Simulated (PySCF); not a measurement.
Worked example for trifluoroacetaldehyde: homolysis of bond C3–F4

Structure: `O=CC(F)(F)F` (C2HF3O). Optimised structure (Å), atoms numbered from 1:
```
O     0.3741   -0.5682   -1.7413
C     0.2961    0.2188   -0.8494
C    -0.1997   -0.1672    0.5501
F     0.7586    0.0887    1.4423
F    -0.5308   -1.4408    0.6235
F    -1.2609    0.5791    0.8590
H     0.5690    1.2988   -0.9396
```

These are calculated values, M06-2X/def2-TZVP in PySCF (grid level 3) at geometries from PBE0-D3(BJ)/def2-SVP. Zero-point and thermal terms (298.15 K, 1 bar) come from unscaled PBE0-D3(BJ)/def2-SVP harmonic frequencies, with soft modes damped to free rotors in the entropy.

Step: `O=CC(F)(F)F` → `O=C[C](F)F` + F•.

| species | charge | multiplicity | E / Eh |
| --- | --- | --- | --- |
| `O=CC(F)(F)F` | 0 | 1 | -451.587843 |
| `O=C[C](F)F` | 0 | 2 | -351.671416 |
| F• | 0 | 2 | -99.733733 |

Thermal terms, products less reactant: Δ(H − E) = -8.37 kJ/mol, Δ(G − E) = -52.19 kJ/mol. 1 Eh = 2625.50 kJ/mol.

Question: What are ΔE, ΔH and ΔG of this step?

Answer: ΔE = 0.182694 Eh = 479.66 kJ/mol; ΔH = 471.3 kJ/mol; ΔG = 427.5 kJ/mol, all in the gas phase at 298.15 K and 1 bar. The digits show the arithmetic; the method itself can be off by 10 kJ/mol or more.

Note: radicals beside a multiple bond are drawn in one resonance form, and their spin spreads.
